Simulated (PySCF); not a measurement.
**Gas-phase thermal properties of HCN**

Energies from PySCF (xtb for GFN2), thermal terms from the rigid-rotor harmonic-oscillator model, ideal gas at 1 bar. Table values come from the NASA 1993 polynomials. 6-31G* has spherical d functions here. All species are closed-shell singlets. B3LYP is the form with VWN-RPA correlation. The harmonic model lacks anharmonicity and excited electronic states, which grow with temperature; levels with a mode under 35 cm⁻¹ are left out.

```tsv
level	point group	σ	ZPE (kJ/mol)	S°298 (J/mol/K)	Cp298 (J/mol/K)	S°1000 (J/mol/K)	H1000 − H298 (kJ/mol)
table	-	-	-	201.8	35.9	253.7	31.1
B3LYP/6-31G*	C∞v	1	43.3	201.4	35.0	252.2	30.5
GFN2-xTB	C∞v	1	42.7	201.0	34.9	251.8	30.4
HF/6-31G*	C∞v	1	47.2	200.3	33.4	249.4	29.5
PBE/def2-SVP	C∞v	1	41.7	201.9	35.6	253.3	30.8
PBE0/def2-TZVP	C∞v	1	43.3	201.2	34.9	251.9	30.4
```
σ: rotational symmetry number. Electronic degeneracy used: 1. Frequencies are unscaled.
